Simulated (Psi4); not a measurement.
**BNH4 (SMILES BN): levels of theory compared**

Wanted: a comparison of 3 runs (B3LYP/6-31G*, HSE06/def2-TZVPP, TPSSh/def2-TZVPP) of BNH4. 

The calculation is run with Psi4 1.11.

**1. The molecule**

BNH4 has 6 atoms, charge 0, and is taken as a singlet. As SMILES, `BN`. One bond was lengthened or shortened from a relaxed shape.

Bond lengths: B1–N2 1.593 Å, B1–H3 1.197 Å, B1–H4 1.197 Å, N2–H5 1.006 Å, N2–H6 1.006 Å. Angles: B1–N2–H5 123.2°, B1–N2–H6 123.2°, N2–B1–H3 119.0°, N2–B1–H4 119.0°, H5–N2–H6 113.5°, H3–B1–H4 122.0°.

**2. Energy and forces at B3LYP/6-31G(d) (spherical functions) (run 1)**

bh4n.xyz

```xyz
6
BH4N
B     -0.169352    -0.883187    -0.031061
N      0.146100     0.677400     0.010800
H      0.184648    -1.571587     0.882039
H     -0.753152    -1.332287    -0.974661
H     -0.121600     1.313700    -0.720800
H      0.632000     1.121400     0.771300
```

job.py

```python
import psi4

psi4.set_memory('1600 MB')
psi4.set_num_threads(1)
psi4.core.set_output_file('bh4n.out', False)

with open('bh4n.xyz') as f:
    atoms = ''.join(f.readlines()[2:])
m = psi4.geometry('0 1\n' + atoms + 'symmetry c1\nno_reorient\nno_com')

psi4.set_options({
    'basis': '6-31G*',
    'puream': True,
    'e_convergence': 1e-09,
    'd_convergence': 1e-08,
    'scf_type': 'pk',
    'dft_radial_points': 99,
    'dft_spherical_points': 590,
})

e, wfn = psi4.gradient('B3LYP', molecule=m, return_wfn=True)
psi4.oeprop(wfn, 'WIBERG_LOWDIN_INDICES', 'MAYER_INDICES', 'DIPOLE', title='B3LYP')
print('gradient / Eh bohr^-1')
print(e.np.round(6))
print(f'energy = {wfn.energy():.10f} Eh')
```

Started as:

```
$ python job.py
```

bh4n.out:

```text
[...]
  Running in c1 symmetry.
[...]
  Nuclear repulsion =   30.057889293365918
[...]
  Multiplicity = 1
[...]
  Nalpha       = 8
  Nbeta        = 8
[...]
    Number of basis functions: 36
[...]
   @RKS iter   1:   -81.82633362773869   -4.92640e-01   1.78634e-02 DIIS/ADIIS
[...]
   @RKS iter  10:   -82.01500831163716   -3.26850e-13   3.27429e-09 DIIS
[...]
    Orbital Energies [Eh]
    ---------------------
    Doubly Occupied:
       1A    -14.323223     2A     -6.760566     3A     -0.835523
       4A     -0.501246     5A     -0.490748     6A     -0.380202
       7A     -0.332336     8A     -0.263960
[...]
  @RKS Final Energy:   -82.01500831163716
   => Energetics <=
    Nuclear Repulsion Energy =             30.0578892933659176
    One-Electron Energy =                -169.1370127240874126
    Two-Electron Energy =                  67.1133745763690683
    DFT Exchange-Correlation Energy =     -10.0492594572847338
    Empirical Dispersion Energy =           0.0000000000000000
    VV10 Nonlocal Energy =                  0.0000000000000000
    Total Energy =                        -82.0150083116371604
[...]
  -Total Gradient:
     Atom            X                  Y                   Z
    ------   -----------------  -----------------  -----------------
       1       -0.018066451517    -0.089302253010    -0.002409762887
       2        0.019780211036     0.097665837083     0.002689643768
       3       -0.000854054443    -0.004686698480     0.000044076417
       4       -0.001020783641    -0.004641967928    -0.000285074006
       5        0.002115670623    -0.000015472141     0.004001412130
       6       -0.001954571146     0.000980658092    -0.004040292796
[...]
 Multipole Moments:
 ------------------------------------------------------------------------------------
     Multipole            Electronic (a.u.)      Nuclear  (a.u.)        Total (a.u.)
 ------------------------------------------------------------------------------------
 L = 1.  Multiply by 2.5417464519 to convert [e a0] to [Debye]
 Dipole X            :         -0.1061801            0.2226778            0.1164977
 Dipole Y            :          0.8469710           -0.2700589            0.5769121
 Dipole Z            :          0.2456746           -0.2302197            0.0154549
 Magnitude           :                                                    0.5887598
[...]
```

The script printed:

```text
gradient / Eh bohr^-1
[[-1.8066e-02 -8.9302e-02 -2.4100e-03]
 [ 1.9780e-02  9.7666e-02  2.6900e-03]
 [-8.5400e-04 -4.6870e-03  4.4000e-05]
 [-1.0210e-03 -4.6420e-03 -2.8500e-04]
 [ 2.1160e-03 -1.5000e-05  4.0010e-03]
 [-1.9550e-03  9.8100e-04 -4.0400e-03]]
energy = -82.0150083116 Eh
```

Wall time 7.8 s (1 thread of Intel Xeon Platinum 8375C at 2.90GHz (Ice Lake), shared host); peak memory 0.57 GiB.

**3. Energy and forces at HSE06/def2-TZVPP (run 2)**

bh4n.in

```
memory 1600 mb

molecule m {
  B
  N 1 1.5927
  H 1 1.197064 2 119.00324
  H 1 1.197036 3 121.98914 2 179.99389
  H 2 1.005873 1 123.23009 4 0.00537
  H 2 1.005781 5 113.53278 1 -179.99311
  symmetry c1
}

set basis def2-TZVPP
set reference rks
set puream true
set e_convergence 1e-09
set d_convergence 1e-08
set scf_type pk
set dft_radial_points 99
set dft_spherical_points 590

E, wfn = gradient('hse06', return_wfn=True)
oeprop(wfn, 'DIPOLE', 'MAYER_INDICES', 'WIBERG_LOWDIN_INDICES', title='HSE06')
print_variables()
```

Started as:

```
$ psi4 -i bh4n.in -o bh4n.out -n 1
```

bh4n.out:

```text
[...]
  Running in c1 symmetry.
[...]
  Nuclear repulsion =   30.057887825215516
[...]
  Multiplicity = 1
[...]
  Nalpha       = 8
  Nbeta        = 8
[...]
    Number of basis functions: 118
[...]
   @RKS iter   1:   -81.70568324946052   -5.02363e-01   6.33195e-03 ADIIS/DIIS
[...]
   @RKS iter  10:   -81.94857222987680   -7.16227e-12   3.26302e-09 DIIS
[...]
    Orbital Energies [Eh]
    ---------------------
    Doubly Occupied:
       1A    -14.368594     2A     -6.787818     3A     -0.848528
       4A     -0.508971     5A     -0.493114     6A     -0.385542
       7A     -0.333990     8A     -0.273811
[...]
  @RKS Final Energy:   -81.94857222987680
   => Energetics <=
    Nuclear Repulsion Energy =             30.0578878252155164
    One-Electron Energy =                -169.0916172858371453
    Two-Electron Energy =                  66.6640119876509800
    DFT Exchange-Correlation Energy =      -9.5788547569061571
    Empirical Dispersion Energy =           0.0000000000000000
    VV10 Nonlocal Energy =                  0.0000000000000000
    Total Energy =                        -81.9485722298768025
[...]
  -Total Gradient:
     Atom            X                  Y                   Z
    ------   -----------------  -----------------  -----------------
       1        0.000006713809    -0.000018723444    -0.092653030174
       2       -0.000002025882     0.000078339381     0.094869026840
       3       -0.000002970825     0.000692235293    -0.005154249282
       4       -0.000002271283    -0.000679740752    -0.005152274967
       5       -0.000000197349    -0.000005613930     0.004070505406
       6        0.000000751418    -0.000066505380     0.004030017328
[...]
 Multipole Moments:
 ------------------------------------------------------------------------------------
     Multipole            Electronic (a.u.)      Nuclear  (a.u.)        Total (a.u.)
 ------------------------------------------------------------------------------------
 L = 1.  Multiply by 2.5417464519 to convert [e a0] to [Debye]
 Dipole X            :          0.0000777            0.0000022            0.0000799
 Dipole Y            :         -0.0000070           -0.0000637           -0.0000707
 Dipole Z            :          0.0199014            0.4787614            0.4986628
 Magnitude           :                                                    0.4986628
[...]
```

Run time: 56 s. Hardware: 1 thread of Intel Xeon Platinum 8375C at 2.90GHz (Ice Lake), shared host; peak memory 0.9 GiB.

**4. Energy and gradient at TPSSh/def2-TZVPP (run 3)**

input.json

```json
{
  "schema_name": "qcschema_input",
  "schema_version": 1,
  "molecule": {
    "schema_name": "qcschema_molecule",
    "schema_version": 2,
    "symbols": ["B", "N", "H", "H", "H", "H"],
    "geometry": [-0.3200289, -1.66898155, -0.05869678, 0.27608899, 1.28010048, 0.02040904, 0.34893415, -2.96986901, 1.66681214, -1.42325101, -2.51765755, -1.84184235, -0.2297907, 2.48253321, -1.36211459, 1.19430691, 2.11913888, 1.45754576],
    "molecular_charge": 0,
    "molecular_multiplicity": 1,
    "fix_symmetry": "c1",
    "fix_com": true,
    "fix_orientation": true
  },
  "driver": "gradient",
  "model": {
    "method": "tpssh",
    "basis": "def2-TZVPP"
  },
  "keywords": {
    "reference": "rks",
    "puream": true,
    "e_convergence": 1e-09,
    "d_convergence": 1e-08,
    "scf_type": "pk",
    "dft_radial_points": 99,
    "dft_spherical_points": 590,
    "scf_properties": ["DIPOLE", "MAYER_INDICES", "QUADRUPOLE"]
  }
}
```

Started as:

```
$ psi4 --qcschema input.json -n 1 --memory 1600MB
```

stdout:

```text
[...]
  Running in c1 symmetry.
[...]
  Nuclear repulsion =   30.057889288137599
[...]
  Multiplicity = 1
[...]
  Nalpha       = 8
  Nbeta        = 8
[...]
    Number of basis functions: 118
[...]
   @RKS iter   1:   -81.79400999753864   -4.85210e-01   6.67936e-03 DIIS/ADIIS
[...]
   @RKS iter  10:   -82.05877498817722   -1.46372e-12   1.54210e-09 DIIS
[...]
    Orbital Energies [Eh]
    ---------------------
    Doubly Occupied:
       1A    -14.250704     2A     -6.713170     3A     -0.822594
       4A     -0.492663     5A     -0.476523     6A     -0.372528
       7A     -0.325292     8A     -0.260340
[...]
  @RKS Final Energy:   -82.05877498817722
   => Energetics <=
    Nuclear Repulsion Energy =             30.0578892881375985
    One-Electron Energy =                -169.0952662937557420
    Two-Electron Energy =                  68.2113987446398369
    DFT Exchange-Correlation Energy =     -11.2327967271989166
    Empirical Dispersion Energy =           0.0000000000000000
    VV10 Nonlocal Energy =                  0.0000000000000000
    Total Energy =                        -82.0587749881772197
[...]
 Multipole Moments:
 ------------------------------------------------------------------------------------
     Multipole            Electronic (a.u.)      Nuclear  (a.u.)        Total (a.u.)
 ------------------------------------------------------------------------------------
 L = 1.  Multiply by 2.5417464519 to convert [e a0] to [Debye]
 Dipole X            :         -0.1207810            0.2226778            0.1018968
 Dipole Y            :          0.7746665           -0.2700589            0.5046077
 Dipole Z            :          0.2437300           -0.2302197            0.0135104
 Magnitude           :                                                    0.5149703
 L = 2.  Multiply by 1.3450342976 to convert [e a0^2] to [Debye ang]
 Quadrupole XX       :        -15.6356308            4.6722396          -10.9633912
 Quadrupole XY       :         -9.3669228            9.6519723            0.2850495
[...]
  -Total Gradient:
     Atom            X                  Y                   Z
    ------   -----------------  -----------------  -----------------
       1       -0.017108053795    -0.084561542165    -0.002282053914
       2        0.018655927291     0.092106376022     0.002538530233
       3       -0.000528388506    -0.005986728737     0.001120803368
       4       -0.001814396954    -0.005656631948    -0.001424286505
       5        0.001344035430     0.001828507496     0.001889262173
       6       -0.000549055194     0.002270357964    -0.001842247306
[...]
```

The result, in JSON:

```text
{
 "driver": "gradient",
 "model": {
  "method": "tpssh",
  "basis": "def2-TZVPP"
 },
 "success": true,
 "return_result": [-0.017108053794993805, -0.08456154216484225, -0.0022820539141593173, 0.018655927290517103, 0.09210637602171723, 0.0025385302325135746, -0.0005283885063344998, -0.005986728736868077, 0.0011208033679502571, -0.00181439695368954, -0.0056566319484667865, -0.0014242865047975894, 0.001344035429518789, 0.0018285074962996195, 0.0018892621732450043, -0.0005490551938461263, 0.0022703579640667715, -0.0018422473057707889],
 "properties": {
  "calcinfo_nbasis": 118,
  "calcinfo_nmo": 118,
  "calcinfo_nalpha": 8,
  "calcinfo_nbeta": 8,
  "calcinfo_natom": 6,
  "nuclear_repulsion_energy": 30.0578892881376,
  "return_energy": -82.05877498817722,
  "return_gradient": [-0.017108053794993805, -0.08456154216484225, -0.0022820539141593173, 0.018655927290517103, 0.09210637602171723, 0.0025385302325135746, -0.0005283885063344998, -0.005986728736868077, 0.0011208033679502571, -0.00181439695368954, -0.0056566319484667865, -0.0014242865047975894, 0.001344035429518789, 0.0018285074962996195, 0.0018892621732450043, -0.0005490551938461263, 0.0022703579640667715, -0.0018422473057707889],
  "scf_one_electron_energy": -169.09526629375574,
  "scf_two_electron_energy": 68.21139874463984,
  "scf_xc_energy": -11.232796727198917,
  "scf_dipole_moment": [0.10189677753521936, 0.5046076706222132, 0.013510373291052757],
  "scf_total_energy": -82.05877498817722,
  "scf_total_gradient": [-0.017108053794993805, -0.08456154216484225, -0.0022820539141593173, 0.018655927290517103, 0.09210637602171723, 0.0025385302325135746, -0.0005283885063344998, -0.005986728736868077, 0.0011208033679502571, -0.00181439695368954, -0.0056566319484667865, -0.0014242865047975894, 0.001344035429518789, 0.0018285074962996195, 0.0018892621732450043, -0.0005490551938461263, 0.0022703579640667715, -0.0018422473057707889],
  "scf_iterations": 10
 }
}
```

Wall time 79 s (1 thread of Intel Xeon Platinum 8375C at 2.90GHz (Ice Lake), shared host); peak memory 0.71 GiB.

**5. Overview of the runs**

```tsv
run	level	energy (Eh)	dipole moment (D)	HOMO energy (eV)	LUMO energy (eV)	wall time
1	B3LYP/6-31G* (spherical functions)	-82.015008	1.50	-7.18	-0.17	7.8 s
2	HSE06/def2-TZVPP	-81.948572	1.27	-7.45	-0.94	56 s
3	TPSSh/def2-TZVPP	-82.058775	1.31	-7.08	-0.93	79 s
```

**6. Results**

```
                       quantity         value
            run 3: total energy  -82.05877 Eh
           run 3: dipole moment        1.31 D
             run 3: HOMO energy      -7.08 eV
             run 3: LUMO energy      -0.93 eV
           run 3: HOMO–LUMO gap       6.15 eV
run 3: largest force on an atom    4.834 eV/Å
```

The dipole moment (its size) runs from 1.27 D (HSE06/def2-TZVPP) to 1.50 D (B3LYP/6-31G*). The two ends differ in method and basis. The HOMO–LUMO gap runs from 6.15 eV (TPSSh/def2-TZVPP) to 7.01 eV (B3LYP/6-31G*). Totals of different functionals can't be ranked against each other. All runs together took 2.4 min, the longest 79 s.
